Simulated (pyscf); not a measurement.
A first-order saddle from PySCF, ωB97X-D3(BJ)/def2-SVP:

```xyz
6

Cl     0.6090     0.3319     0.7689
C     -0.7456     0.0970    -0.2994
Cl    -0.5812    -1.2349    -1.4086
H     -1.7884    -0.1645     0.4592
H     -2.5520    -0.3646     1.0233
H     -1.0020     1.0239    -0.8264
```
Charge 0, spin multiplicity 2.

Surface: doublet, charge 0. Lowest wavenumbers (cm⁻¹): 1597i, 296, 297, 351, 746.

**Question.** Name the species on either side of this saddle.

**Answer.** `[Cl][CH2][Cl]` + `[H]` [doublet] <-> `[Cl][CH][Cl]` [doublet] + `[H][H]`, a hydrogen abstraction read from left to right: C–H broken and H–H formed. At ωB97M-D3(BJ)/def2-TZVP it lies +9.9 kcal/mol from the left side and +15.9 kcal/mol from the right (each side as separated species at their lowest minima found). This is the saddle that the search found; another between the same sides may lie lower. The angle at the transferred H is 179°.
